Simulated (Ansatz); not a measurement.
# Ge2Cl⁺, triplet in cc-pVDZ: errors against UCCSDT(Q)

Geometry: that of the Ge2Cl, doublet, kept fixed.

```tsv
atom	x (Å)	y (Å)	z (Å)
Cl	0.0000	-1.6598	0.0000
Ge	0.0000	0.4051	1.2170
Ge	0.0000	0.4051	-1.2170
```

Basis cc-pVDZ; Ansatz 0.2.0. Correlated methods freeze the noble-gas cores and the filled d shells of p-block atoms, which leaves 14 electrons in 39 orbitals. R marks a restricted (for open shells ROHF) determinant, U an unrestricted one. Active spaces: valence = (12e, 11o, short of the full valence) chosen from the atoms' valence shells. No spin–orbit coupling is included, and no scalar relativity.

Full CI isn't at hand for all of this; UCCSDT(Q) serves as the reference, and is uncertain by the last step of the cluster series or more. The frozen core follows each run's orbitals, which can shift R against U totals by a few meV for light atoms and by up to 0.1 eV past Ca.

The UHF ⟨S²⟩ is 2.041 and the T1 diagnostic (RCCSD) is 0.0245. The largest doubles amplitude (RCCSD) is 0.069 and the T1 diagnostic (UCCSD) is 0.0231.

```csv
level,E − E(UHF) (eV)
UMP2,-6.8454
UCCSD,-7.7846
UCCSD(T),-8.1016
```

**Question.** Estimate how far UCCSDT(Q) in cc-pVDZ lies from UCCSD(T). The table doesn't fix it; the size of (T) and the diagnostics are the guide.

**Answer.** UCCSDT(Q) in cc-pVDZ lies 7.3 kJ/mol below UCCSD(T), which is 24 % of the (T) step (-30.6 kJ/mol). The diagnostics are small and the rest is a small part of (T), but (T) is large here. The miss exceeds 1 kcal/mol.

The other levels:

```csv
level,E − E(UCCSDT(Q)) (kJ/mol),wall time
UCCSDT,2.8,–
```

Run but not shown, since their state, orbitals or frozen core can't be matched to the reference's or they repeat it: RHF, RMP2, CISD, RCCSD, RCCSD(T), BCCD(T), RCCSDT, RCCSDT(Q), CASSCF (valence space), NEVPT2 (valence space), MRCISD (valence space), MRCISD+Q (valence space).

Natural occupations of CASSCF (valence space) about the gap: 1.982 1.978 1.956 1.931 1.007 0.984 0.057 0.045 0.041 0.029; effectively unpaired electrons, Σ n²(2−n)², 2.06.
